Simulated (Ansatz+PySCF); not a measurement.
The numbers below are computed, except where a source is named.
# Several solutions for singlet NO(+)

```json
{"atom": "N", "x (Å)": "-0.0321", "y (Å)": "0.0193", "z (Å)": "-0.5985"}
{"atom": "O", "x (Å)": "0.0116", "y (Å)": "-0.0125", "z (Å)": "0.5416"}
```

Basis set: def2-SVP (spherical functions). Charge 1, multiplicity 1.

UHF was run from several starts with Ansatz (development build ahead of 0.2.0) and PySCF 2.14.0.

```json
{"run": "A", "program": "PySCF", "start": "guess 1e, instabilities followed", "converged": "yes", "energy (hartree)": "-128.76886", "<S²>": "0.36"}
{"run": "B", "program": "PySCF", "start": "guess minao, instabilities followed", "converged": "yes", "energy (hartree)": "-128.76886", "<S²>": "0.36"}
{"run": "C", "program": "PySCF", "start": "guess huckel, instabilities followed", "converged": "yes", "energy (hartree)": "-128.76886", "<S²>": "0.36"}
{"run": "D", "program": "Ansatz", "start": "search for the lowest state", "converged": "yes", "energy (hartree)": "-128.76886", "<S²>": "0.36"}
{"run": "E", "program": "PySCF", "start": "program defaults", "converged": "yes", "energy (hartree)": "-128.76501", "<S²>": "0.00"}
{"run": "F", "program": "Ansatz", "start": "stability test followed", "converged": "yes", "energy (hartree)": "-128.76886", "<S²>": "0.36"}
{"run": "G", "program": "PySCF", "start": "guess atom, instabilities followed", "converged": "yes", "energy (hartree)": "-128.76886", "<S²>": "0.36"}
{"run": "H", "program": "Ansatz", "start": "atomic start, no search", "converged": "yes", "energy (hartree)": "-128.76501", "<S²>": "0.00"}
```

Which runs reached the lowest solution of this kind, and what is wrong with the others?

A, B, C, D, F, G reached the lowest solution found. Converged but too high: E by 0.10 eV, H by 0.10 eV. Convergence only shows a stationary point, and even a stable one can lie too high; stability tests and further starts are what find lower ones. Caution: the unrestricted determinant is spin contaminated.
